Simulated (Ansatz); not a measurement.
# CHOSi+ (quintet): wave-function methods side by side, cc-pVTZ

An exercise on one series of results from a longer session: the logs are not shown, and one member is left open.

Computed with Ansatz 0.2.0, Gaussian basis. Level: cc-pVTZ, core rule «outside noble gas», up to 7 orbitals frozen.

Plan: UHF; CCSD(T) on ROHF; CCSD(T) on UHF; BCCD(T) on ROHF; CCSDT(Q) on ROHF; CCSDT(Q) on UHF.

6 further runs of the same task are left out: 1 for a known fault of the program, 5 set aside as unsound or not needed. Runs told in other sessions of the task aren't counted.

### The geometry

The geometry is a PBE0/def2-TZVP stationary point (not a proven minimum) of the parent state, kept for this charge and spin.

4 atoms, charge 1, spin multiplicity 5.

Atoms are counted from 1 here; the program's logs count them from 0.

Bond lengths: C1–Si2 1.820 Å, C1–H4 1.084 Å, Si2–O3 1.530 Å. Angles: Si2–C1–H4 150.6°, C1–Si2–O3 122.3°.

Set-up of the first run:

File in.yaml:

```yaml
crystal:
  periodic: [false, false, false]
  atoms:
    - {symbol: C, position_ang: [0.000000, -0.231556, 1.642911]}
    - {symbol: Si, position_ang: [0.000000, 0.419511, -0.056146]}
    - {symbol: O, position_ang: [0.000000, -0.495400, -1.281834]}
    - {symbol: H, position_ang: [0.000000, -1.066454, 2.334393]}
basis:
  gaussian: {orbitals: cc-pVTZ}
total_charge: 1
magnetization: {spin_polarized: true, initial_magnetization: 4}
hamiltonian: {xc: hf}
output: {orbitals: {seedname: orbitals}}
```

Command:

```sh
ansatz run in.yaml --threads 1 --pin off --events-out ev --progress --plain --max-ram 4096MiB --backend cpu
```

Steps of the session up to this table: UHF; CCSD(T) on ROHF; CCSD(T) on UHF; BCCD(T) on ROHF; CCSDT(Q) on ROHF; CCSDT(Q) on UHF.

One table of the session follows, with a row left open; its other results are not shown here.

| method | from UCCSDT(Q) (kJ/mol) |
| --- | --- |
| ROHF | +1064.6 |
| UHF | +1031.9 |
| RMP2 | +129.3 |
| UMP2 | +132.6 |
| RCCSD | +42.4 |
| UCCSD | +41.4 |
| RCCSD(T) | +6.1 |
| UCCSD(T) | +5.9 |
| BCCD(T) | +6.1 |
| RCCSDT | +2.1 |
| UCCSDT | +1.7 |
| RCCSDT(Q) | ? |
| UCCSDT(Q) | 0 |

Estimate the missing values for RCCSDT(Q).

The run gave: from UCCSDT(Q) (kJ/mol): +0.6. In the column «from UCCSDT(Q) (kJ/mol)» it lies between UCCSDT(Q) (0) and UCCSDT (+1.7).

Limits of these values: Restricted and unrestricted rows rest on different reference determinants; a gap between their highest levels can come from leftover correlation error, from unlike frozen cores or from another state.
